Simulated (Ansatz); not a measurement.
**SiNH₃ (singlet): from Hartree-Fock to the top rungs at scale of all distances = 0.884, cc-pVDZ**

Aim: climb from Hartree-Fock through coupled cluster and multireference methods for SiNH₃ (singlet) at one geometry and basis, and see what each rung misses.

The runs use Ansatz 0.2.0, Gaussian basis; cc-pVDZ, core rule «outside noble gas», up to 6 orbitals frozen.

To be run: UHF; CCSD(T) on RHF; BCCD(T) on RHF; CISD; CCSDT(Q) on RHF; CASSCF and MRCISD+Q, 2 electrons in 2 orbitals; CASSCF and NEVPT2, 2 electrons in 2 orbitals.

10 further runs of the same task are left out: 1 for a known fault of the program, 7 that didn't finish, 2 set aside as unsound or not needed.

## 1. What is computed

The geometry derives from a PBE0/def2-TZVP stationary point (not a proven minimum). All distances are scaled together.

5 atoms, charge 0, spin multiplicity 1.

Atoms are counted from 1 here; the program's logs count them from 0.

Bond lengths: Si1–N2 1.408 Å, Si1–H3 1.317 Å, Si1–H4 1.305 Å, N2–H5 0.895 Å. Angles: N2–Si1–H3 129.4°, N2–Si1–H4 118.1°, H3–Si1–H4 112.5°, Si1–N2–H5 121.2°.

Coordinates:

```xyz
5

Si    0.00000   -0.02631    0.44597
N     0.00000    0.10096   -0.95628
H     0.00000   -1.11561    1.18695
H     0.00000    1.06482    1.16249
H     0.00000   -0.61909   -1.48719
```

## 2. UHF

The input, in.yaml:

```yaml
crystal:
  periodic: [false, false, false]
  atoms:
    - {symbol: Si, position_ang: [0.000000, -0.026308, 0.445968]}
    - {symbol: N, position_ang: [0.000000, 0.100957, -0.956279]}
    - {symbol: H, position_ang: [0.000000, -1.115613, 1.186952]}
    - {symbol: H, position_ang: [0.000000, 1.064818, 1.162487]}
    - {symbol: H, position_ang: [0.000000, -0.619093, -1.487190]}
basis:
  gaussian: {orbitals: cc-pVDZ}
magnetization: {spin_polarized: true, initial_magnetization: 0}
hamiltonian: {xc: hf}
output: {orbitals: {seedname: orbitals}}
```

Started as:

```console
$ ansatz run in.yaml --threads 1 --pin off --events-out ev --progress --plain --max-ram 2393MiB
```

After this run come: CCSD(T) on RHF; BCCD(T) on RHF; CISD; CCSDT(Q) on RHF; CASSCF and MRCISD+Q, 2 electrons in 2 orbitals; CASSCF and NEVPT2, 2 electrons in 2 orbitals.

**Question.** What will the summary of the whole plan be? Wanted: RCCSDT(Q) below the RHF energy; RMP2 from RCCSDT(Q); RCCSD from RCCSDT(Q); RCCSD(T) from RCCSDT(Q); NEVPT2 pair from RCCSDT(Q); MRCISD+Q pair from RCCSDT(Q); T1 diagnostic.

The runs gave:

```
                         quantity                      value
   RCCSDT(Q) below the RHF energy                 -7.9742 eV
              RMP2 from RCCSDT(Q)            +20.86 kcal/mol
             RCCSD from RCCSDT(Q)             +5.83 kcal/mol
          RCCSD(T) from RCCSDT(Q)             +0.86 kcal/mol
       NEVPT2 pair from RCCSDT(Q)            +19.32 kcal/mol
     MRCISD+Q pair from RCCSDT(Q)             +2.16 kcal/mol
levels within 1 kcal/mol (43 meV)  RCCSD(T), BCCD(T), RCCSDT
                    T1 diagnostic                      0.016
```

In words: RCCSD(T) misses by +0.86 kcal/mol, 0.5 % of the correlation energy. Of the multireference levels listed MRCISD+Q pair comes nearest in total energy (+2.16 kcal/mol), which doesn't show that its space is the better one. These misses are within one basis, not against nature.
